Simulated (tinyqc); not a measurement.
Worked calculation: UKS/PBE0 in the sto-3g basis, for H2O, spin multiplicity 3. One step of it, computed by the program tinyqc.

Problem. Iteration 1: diagonalisation and new density. Diagonalise F' = X^T F X, C = X C', fill 6 alpha and 4 beta electrons from the bottom; D(s) = C_occ C_occ^T. Each column has its largest component positive (the first on a tie).

F(alpha) (hartree), lower triangle:
```
             1O 1s      1O 2s    1O 2px     1O 2py     1O 2pz      2H 1s      3H 1s
1O 1s   -18.125756
1O 2s    -4.703832  -1.717890
1O 2px    0.000000   0.000000  0.111417
1O 2py    0.000000   0.000000  0.000000   0.139615
1O 2pz   -0.004865  -0.102174  0.000000   0.000000   0.157868
2H 1s    -0.587047  -0.455486  0.000000  -0.158489  -0.164199  -0.334806
3H 1s    -0.587047  -0.455486  0.000000   0.158489  -0.164199  -0.175211  -0.334806
```

F(beta) (hartree), lower triangle:
```
             1O 1s      1O 2s    1O 2px     1O 2py     1O 2pz      2H 1s      3H 1s
1O 1s   -18.107491
1O 2s    -4.685208  -1.619986
1O 2px    0.000000   0.000000  0.434106
1O 2py    0.000000   0.000000  0.000000   0.177992
1O 2pz   -0.004630  -0.096069  0.000000   0.000000   0.196613
2H 1s    -0.584751  -0.415905  0.000000  -0.134882  -0.137631  -0.092037
3H 1s    -0.584751  -0.415905  0.000000   0.134882  -0.137631  -0.123615  -0.092037
```

X, lower triangle:
```
            1O 1s      1O 2s    1O 2px     1O 2py     1O 2pz      2H 1s     3H 1s
1O 1s    1.023193
1O 2s   -0.132648   1.110838
1O 2px   0.000000   0.000000  1.000000
1O 2py   0.000000   0.000000  0.000000   1.047794
1O 2pz  -0.005759   0.051639  0.000000   0.000000   1.029989
2H 1s    0.016324  -0.175996  0.000000  -0.137736  -0.102621   1.087468
3H 1s    0.016324  -0.175996  0.000000   0.137736  -0.102621  -0.052181  1.087468
```

Give: F' = X^T F X; orbital energies; coefficients C; F' = X^T F X; orbital energies; coefficients C; D(alpha) after iteration 1; D(beta) after iteration 1.

Solution.

F' = X^T F X (alpha) (hartree), lower triangle:
```
          1        2       3        4        5        6        7
1  -17.7652
2   -2.5364  -0.7880
3    0.0000   0.0000  0.1114
4    0.0000   0.0000  0.0000   0.2387
5   -0.0194  -0.0204  0.0000   0.0000   0.2212
6   -0.0506  -0.1982  0.0000  -0.1904  -0.1488  -0.1766
7   -0.0506  -0.1982  0.0000   0.1904  -0.1488  -0.0741  -0.1766
```

orbital energies (alpha) (hartree): MO1 -18.1368, MO2 -0.6369, MO3 -0.2506, MO4 -0.1204, MO5 0.1114, MO6 0.3114, MO7 0.3868

coefficients C (alpha):
```
            MO1      MO2      MO3      MO4     MO5      MO6      MO7
1O 1s    0.9933  -0.2049   0.0000  -0.1847  0.0000  -0.0480   0.0000
1O 2s    0.0281   0.7115   0.0000   0.8529  0.0000   0.2859   0.0000
1O 2px   0.0000   0.0000   0.0000   0.0000  1.0000   0.0000   0.0000
1O 2py   0.0000   0.0000   0.3344   0.0000  0.0000   0.0000   1.0119
1O 2pz   0.0022   0.1223   0.0000  -0.2645  0.0000   0.9999   0.0000
2H 1s   -0.0049   0.3014   0.6396  -0.5662  0.0000  -0.4078  -0.5091
3H 1s   -0.0049   0.3014  -0.6396  -0.5662  0.0000  -0.4078   0.5091
```

F' = X^T F X (beta) (hartree), lower triangle:
```
          1        2       3        4        5        6       7
1  -17.7495
2   -2.5310  -0.6850
3    0.0000   0.0000  0.4341
4    0.0000   0.0000  0.0000   0.2745
5   -0.0194  -0.0149  0.0000   0.0000   0.2574
6   -0.0498  -0.2211  0.0000  -0.1968  -0.1538   0.0822
7   -0.0498  -0.2211  0.0000   0.1968  -0.1538  -0.0502  0.0822
```

orbital energies (beta) (hartree): MO1 -18.1177, MO2 -0.5088, MO3 -0.0838, MO4 0.0570, MO5 0.4243, MO6 0.4341, MO7 0.4907

coefficients C (beta):
```
            MO1      MO2      MO3      MO4      MO5     MO6      MO7
1O 1s    0.9936  -0.2246   0.0000  -0.1451  -0.0795  0.0000   0.0000
1O 2s    0.0269   0.8105   0.0000   0.6777   0.4464  0.0000   0.0000
1O 2px   0.0000   0.0000   0.0000   0.0000   0.0000  1.0000   0.0000
1O 2py   0.0000   0.0000   0.4890   0.0000   0.0000  0.0000   0.9469
1O 2pz   0.0021   0.1342   0.0000  -0.5278   0.8877  0.0000   0.0000
2H 1s   -0.0046   0.2215   0.5519  -0.4649  -0.5590  0.0000  -0.6032
3H 1s   -0.0046   0.2215  -0.5519  -0.4649  -0.5590  0.0000   0.6032
```

D(alpha) after iteration 1, lower triangle:
```
          1O 1s    1O 2s  1O 2px   1O 2py   1O 2pz   2H 1s   3H 1s
1O 1s    1.0651
1O 2s   -0.2891   1.3162
1O 2px   0.0000   0.0000  1.0000
1O 2py   0.0000   0.0000  0.0000   0.1118
1O 2pz  -0.0220   0.1474  0.0000   0.0000   1.0846
2H 1s    0.0575  -0.3852  0.0000   0.2139  -0.2211  0.9868
3H 1s    0.0575  -0.3852  0.0000  -0.2139  -0.2211  0.1685  0.9868
```

D(beta) after iteration 1, lower triangle:
```
          1O 1s    1O 2s  1O 2px   1O 2py  1O 2pz    2H 1s   3H 1s
1O 1s    1.0588
1O 2s   -0.2536   1.1169
1O 2px   0.0000   0.0000  0.0000
1O 2py   0.0000   0.0000  0.0000   0.2391
1O 2pz   0.0485  -0.2489  0.0000   0.0000  0.2966
2H 1s    0.0131  -0.1356  0.0000   0.2699  0.2751   0.5698
3H 1s    0.0131  -0.1356  0.0000  -0.2699  0.2751  -0.0393  0.5698
```
